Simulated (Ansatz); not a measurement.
Species: C$_{3}$H$_{9}$N, SMILES `CN(C)C` (charge 0, multiplicity 1), formula C$_{3}$H$_{9}$N.

How many basis functions does Ansatz (a program for electronic structure) with frozen-core CCSD(T)/cc-pVTZ // B3LYP-D3(BJ)/def2-TZVP use, how many core orbitals are frozen, and how many electrons are correlated?

246 basis functions and 4 frozen orbitals, which leaves 26 correlated electrons. Core time is of the order of minutes.
